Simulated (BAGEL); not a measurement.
# UHF/cc-pVTZ (density fitting with qzvpp-jkfit) run of BH2O (SMILES [BH]O)

What is the vertical ionisation energy of BH2O at UHF/cc-pVTZ (density fitting with qzvpp-jkfit)? 

The calculation is run with BAGEL 1.2.2.

3 further runs of the same task are left out: 1 that didn't finish, 2 set aside as unsound or not needed. Runs told in other sessions of the task aren't counted.

## 1. The system as given

BH2O has 4 atoms, charge 0, and is taken as a doublet. SMILES: `[BH]O`. The coordinates come from a PBE0-D4/def2-TZVP relaxation.

Bond lengths: B1–O2 1.333 Å, B1–H3 1.201 Å, O2–H4 0.961 Å. Angles: B1–O2–H4 114.6°, O2–B1–H3 121.0°.

## 2. A single-point energy at UHF/cc-pVTZ (density fitting with qzvpp-jkfit)

job.json

```json
{ "bagel": [

{
  "title": "molecule",
  "basis": "cc-pvtz.json",
  "df_basis": "qzvpp-jkfit",
  "angstrom": true,
  "geometry": [
    { "atom": "B", "xyz": [   -0.006100,   -0.485500,    0.388300 ] },
    { "atom": "O", "xyz": [    0.119700,    0.544500,   -0.448600 ] },
    { "atom": "H", "xyz": [   -1.064200,   -1.032400,    0.540300 ] },
    { "atom": "H", "xyz": [    1.006100,    0.913200,   -0.500300 ] }
  ]
},
{
  "title": "uhf",
  "nopen": 1
},
{
  "title": "print",
  "file": "orbitals.molden",
  "orbitals": true
}

]}
```

The basis set cc-pVTZ is read from a file made from the Basis Set Exchange's data (not shown).

Started as:

```sh
$ BAGEL_NUM_THREADS=1 BAGEL job.json > job.out
```

The program printed:

```text
* using 1 threads per process

  ===============================================================
  ===============================================================

  *** Geometry ***

  { "atom" : "B", "xyz" : [     -0.011527,     -0.917462,      0.733781 ] },
  { "atom" : "O", "xyz" : [      0.226200,      1.028956,     -0.847731 ] },
  { "atom" : "H", "xyz" : [     -2.011047,     -1.950953,      1.021019 ] },
  { "atom" : "H", "xyz" : [      1.901253,      1.725698,     -0.945430 ] },

  Number of auxiliary basis functions:      188

  Since a DF basis is specified, we compute 2- and 3-index integrals:
    o Being stored without compression. Storage requirement is 0.012 GB

  Number of basis functions:       88
  Number of electrons      :       15

    * METHOD: MOLECULE                             0.04

  *** Open-shell HF ***

  === Nuclear Repulsion ===
    25.9416964311

      * DIIS with orbital gradients will be used.

  === UHF iteration (cc-pvtz.json) ===
      0       -100.54162528          0.04920044           0.01
      1       -100.64445815          0.03821334           0.01
      2       -100.69076042          0.02456048           0.01
      3       -100.72798821          0.00203848           0.01
      4       -100.72919721          0.00069241           0.02
      5       -100.72940990          0.00019042           0.02
      6       -100.72944750          0.00006053           0.02
      7       -100.72945389          0.00002240           0.02
      8       -100.72945571          0.00000857           0.02
      9       -100.72945616          0.00000235           0.02
     10       -100.72945619          0.00000165           0.02
     11       -100.72945623          0.00000076           0.02
     12       -100.72945623          0.00000037           0.02
     13       -100.72945624          0.00000017           0.02
     14       -100.72945624          0.00000007           0.02
     15       -100.72945624          0.00000002           0.02
     16       -100.72945624          0.00000001           0.02
    * SCF iteration converged.

    * S^2 (UHF) is 0.7538

    * Permanent dipole moment:
           (   -0.476228,    -0.244371,     0.067060) a.u.

    * METHOD: UHF                                  0.30

    * METHOD: PRINT                                0.01

  ===============================================================
```

Wall time 0.48 s (1 thread of Arm Neoverse V2, shared host).

## 3. The singlet cation at the same level

input.json

```json
{ "bagel": [

{
  "title": "molecule",
  "basis": "cc-pvtz.json",
  "df_basis": "qzvpp-jkfit",
  "angstrom": "true",
  "geometry": [
    { "atom": "B", "xyz": [      -0.006100,      -0.485500,       0.388300 ] },
    { "atom": "O", "xyz": [       0.119700,       0.544500,      -0.448600 ] },
    { "atom": "H", "xyz": [      -1.064200,      -1.032400,       0.540300 ] },
    { "atom": "H", "xyz": [       1.006100,       0.913200,      -0.500300 ] }
  ]
},

{ "title": "hf", "charge": 1 },

{ "title": "print", "file": "orbitals.molden", "orbitals": "true" }

]}
```

The basis set cc-pVTZ is read from a file made from the Basis Set Exchange's data (not shown).

Started as:

```sh
$ BAGEL_NUM_THREADS=1 BAGEL input.json > input.out
```

The program printed:

```text
* using 1 threads per process

  ===============================================================
  ===============================================================

  *** Geometry ***

  { "atom" : "B", "xyz" : [     -0.011527,     -0.917462,      0.733781 ] },
  { "atom" : "O", "xyz" : [      0.226200,      1.028956,     -0.847731 ] },
  { "atom" : "H", "xyz" : [     -2.011047,     -1.950953,      1.021019 ] },
  { "atom" : "H", "xyz" : [      1.901253,      1.725698,     -0.945430 ] },

  Number of auxiliary basis functions:      188

  Since a DF basis is specified, we compute 2- and 3-index integrals:
    o Being stored without compression. Storage requirement is 0.012 GB

  Number of basis functions:       88
  Number of electrons      :       15

    * METHOD: MOLECULE                             0.04

  *** RHF ***

  === Nuclear Repulsion ===
    25.9416964311

      * DIIS with orbital gradients will be used.

  === RHF iteration (cc-pvtz.json) ===
      0       -100.24729040          0.02601273           0.01
      1       -100.32782198          0.02266405           0.01
      2       -100.42648351          0.00188417           0.01
      3       -100.42793723          0.00040921           0.01
      4       -100.42801250          0.00009827           0.01
      5       -100.42801885          0.00002488           0.01
      6       -100.42801926          0.00000836           0.01
      7       -100.42801930          0.00000185           0.01
      8       -100.42801930          0.00000037           0.01
      9       -100.42801930          0.00000014           0.01
     10       -100.42801930          0.00000005           0.01
     11       -100.42801930          0.00000002           0.01
     12       -100.42801930          0.00000001           0.01
    * SCF iteration converged.

    * Permanent dipole moment:
           (   -0.692922,     0.843081,    -0.919559) a.u.

    * METHOD: HF                                   0.12

    * METHOD: PRINT                                0.01

  ===============================================================
```

It took 0.3 s on 1 thread of Arm Neoverse V2, shared host.

## 4. Results

At UHF/cc-pVTZ (density fitting with qzvpp-jkfit):

```
                                          quantity          value
                        doublet BH2O: total energy  -100.72946 Eh
                       doublet BH2O: dipole moment         1.37 D
                                doublet BH2O: ⟨S²⟩          0.754
                      singlet cation: total energy  -100.42802 Eh
                       singlet cation: HOMO energy      -23.34 eV
                       singlet cation: LUMO energy       -7.29 eV
                     singlet cation: HOMO–LUMO gap       16.05 eV
vertical ionisation energy (to the singlet cation)       8.203 eV
```

**Reading.** The vertical ionisation energy comes to 8.20 eV (791 kJ/mol).
